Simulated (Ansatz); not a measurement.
**BH₃O (triplet): the correlation ladder at distance B1–H4 along a hydrogen transfer = 1.110 Å, cc-pVDZ**

How much of the correlation energy of BH₃O (triplet) does each wave-function method recover here?

Computed with Ansatz 0.2.0, Gaussian basis. Level: cc-pVDZ, core rule «outside noble gas», up to 2 orbitals frozen.

To be run: UHF; CCSD(T) on ROHF; CCSD(T) on UHF; BCCD(T) on ROHF; CISD; CCSDT(Q) on ROHF; CCSDT(Q) on UHF; CASSCF and MRCISD+Q, 4 electrons in 4 orbitals; CASSCF and NEVPT2, 4 electrons in 4 orbitals.

17 further runs of the same task are left out: 8 for a known fault of the program, 1 for a mislabelled method, 8 that didn't finish.

### 1 The system

The geometry derives from fragments relaxed apart (PBE0/def2-TZVP) and kept rigid, so it is no stationary point. A hydrogen atom is moved between rigid fragments.

5 atoms, charge 0, spin multiplicity 3.

Atoms are counted from 1 here; the program's logs count them from 0.

Bond lengths: B1–H2 1.193 Å, B1–H3 1.193 Å, B1–H4 1.110 Å. Angles: H2–B1–H3 120.0°, H2–B1–H4 120.0°, H3–B1–H4 120.0°.

### 2 UHF

in.yaml reads:

```yaml
crystal:
  periodic: [false, false, false]
  atoms:
    - {symbol: B, position_ang: [-1.492856, 0.000000, 0.000000]}
    - {symbol: H, position_ang: [-2.089589, 1.033571, 0.000000]}
    - {symbol: H, position_ang: [-2.089589, -1.033571, 0.000000]}
    - {symbol: H, position_ang: [-0.382856, 0.000000, 0.000000]}
    - {symbol: O, position_ang: [1.296144, 0.000000, 0.000000]}
basis:
  gaussian: {orbitals: cc-pVDZ}
magnetization: {spin_polarized: true, initial_magnetization: 2}
hamiltonian: {xc: hf}
output: {orbitals: {seedname: orbitals}}
```

Run with:

```sh
ansatz run in.yaml --threads 1 --pin off --events-out ev --progress --plain --max-ram 2393MiB
```

Further steps of the session: CCSD(T) on ROHF; CCSD(T) on UHF; BCCD(T) on ROHF; CISD; CCSDT(Q) on ROHF; CCSDT(Q) on UHF; CASSCF and MRCISD+Q, 4 electrons in 4 orbitals; CASSCF and NEVPT2, 4 electrons in 4 orbitals.

Q: Predict the results of all the runs planned. Wanted: UCCSDT(Q) below the RHF energy; RMP2 from UCCSDT(Q); UMP2 from UCCSDT(Q); RCCSD from UCCSDT(Q); RCCSD(T) from UCCSDT(Q); UCCSD(T) from UCCSDT(Q); RCCSDT(Q) from UCCSDT(Q); NEVPT2 pair from UCCSDT(Q); MRCISD+Q pair from UCCSDT(Q).

The runs gave:

```
                         quantity                                                                  value
   UCCSDT(Q) below the RHF energy                                                             -6.7304 eV
              RMP2 from UCCSDT(Q)                                                            +1172.3 meV
              UMP2 from UCCSDT(Q)                                                            +1166.3 meV
             RCCSD from UCCSDT(Q)                                                              +97.3 meV
          RCCSD(T) from UCCSDT(Q)                                                              +20.5 meV
          UCCSD(T) from UCCSDT(Q)                                                              +19.0 meV
         RCCSDT(Q) from UCCSDT(Q)                                                               +1.5 meV
       NEVPT2 pair from UCCSDT(Q)                                                            +1178.0 meV
     MRCISD+Q pair from UCCSDT(Q)                                                              +10.7 meV
levels within 1 kcal/mol (43 meV)  RCCSD(T), UCCSD(T), BCCD(T), RCCSDT, UCCSDT, RCCSDT(Q), MRCISD+Q pair
                    T1 diagnostic                                                                  0.016
```

RCCSD(T) misses by +20.5 meV, 0.3 % of the correlation energy. Of the multireference levels listed MRCISD+Q pair comes nearest in total energy (+10.7 meV), which doesn't show that its space is the better one. These misses are within one basis, not against nature; the frozen cores of restricted and unrestricted runs differ, which can shift their rows.
